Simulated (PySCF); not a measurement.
Simulated C 1s region for 2-chloroethanol, `OCCCl`, binding energy against the vacuum level.

Every computed line was given a Gaussian of 0.5 eV full width at half maximum and an area set by the number of equivalent atoms; the highest printed point is 100. Theory: delta-SCF UKS SCAN, pcX-2 on the ionised atom, pcseg-1 elsewhere, spin-free X2C in PySCF.

```
binding energy (eV)  intensity
              291.9          0
              292.0          1
              292.1          3
              292.2         10
              292.3         22
              292.4         44
              292.5         69
              292.6         91
              292.7        100
              292.8         91
              292.9         69
              293.0         43
              293.1         22
              293.2          9
              293.3          3
              293.4          1
              293.5          0
```

Question: Count the maxima, the lines and the sites behind this envelope.

Answer: The curve has 1 maximum (at 292.7 eV). Under it lie 2 lines from 2 inequivalent carbon sites. At this width some lines have no maximum of their own.

Question: Decompose the envelope and assign each component. Numbering: `[OH:1][CH2:2][CH2:3][Cl:4]`.

Answer: 
| position (eV) | relative area | line | atoms | environment |
| --- | --- | --- | --- | --- |
| 292.61 | 1 | C 1s | C3 | sp3 C–Cl carbon |
| 292.79 | 1 | C 1s | C2 | carbinol carbon (C–OH) |

Question: What are the centre and the root-mean-square width of the whole band?

Answer: The area-weighted mean of the lines is 292.70 eV. Their own spread about it is 0.09 eV (rms) and each Gaussian has σ = 0.5/2.355 = 0.21 eV; the variances add, which gives 0.23 eV.

Question: Above which line width would these two lines show one maximum?

Answer: Two equal Gaussians merge once their distance is under 2σ = FWHM/1.177. With 0.18 eV between them that is a full width over 0.21 eV.

The 2 C 1s values lie within 0.18 eV of each other; Gaussian lines of 0.5 eV full width would blend them into one maximum.

Shake-up satellites, vibrational structure and lifetime widths aren't simulated. Isolated species at its PBE0-D3(BJ)/def2-SVP geometry (one conformer only).

Conformer computed: `[OH:1][CH2:2][CH2:3][Cl:4]`: O1–C2–C3–Cl4 61°, H–O1–C2–C3 -55°.
